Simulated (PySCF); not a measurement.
# C4H4S2: the cost of one run

The runs use PySCF 2.14.0, with density-fitted response routines of our own; the level of theory stands in each step. All values are computed, except where a source is named. Atoms count from 0, in the outputs and in this text.

### Step 1. Starting geometry

10 atoms, charge 0, multiplicity 1; geometry from: GFN2-xTB. The atoms were then displaced at random by about 0.01 Å, so the start is not that level's minimum.

Bonds of the start (Å): S0–C1 1.79, C1–C2 1.42, C2–C3 1.31, C3–S4 1.72, S4–C5 1.72, C5–C1 1.37, S0–H6 1.31, C2–H7 1.08, C3–H8 1.11, C5–H9 1.06.

### Step 2. Geometry optimisation at PBE0-D3(BJ)/def2-TZVP

What the job is given:

```
{"job": {"xc": "PBE0", "basis": "def2-TZVP", "d3": "d3bj", "grid": 2, "shake": 0.01, "kind": "geom"}, "charge": 0, "multiplicity": 1}
S      2.338550    -0.236860    -0.586700
C      0.609810     0.124380    -0.284290
C     -0.248120    -0.680630     0.515420
C     -1.455530    -0.184630     0.589610
S     -1.679620     1.253360    -0.325710
C     -0.032940     1.213290    -0.804330
H      2.361800    -1.325470     0.140460
H      0.115310    -1.568350     1.016320
H     -2.327690    -0.584590     1.146290
H      0.368850     1.968570    -1.428130
```

On the command line:

```bash
$ OMP_NUM_THREADS=1 python probes_run.py task.json out
```

The driver reads the jobs from task.json and runs them one after another.

**Question.** How long does this first job take on 1 thread of Arm Neoverse N1, shared host, and how much memory does it need?

About 7.8 min, with a peak of 0.93 GiB.
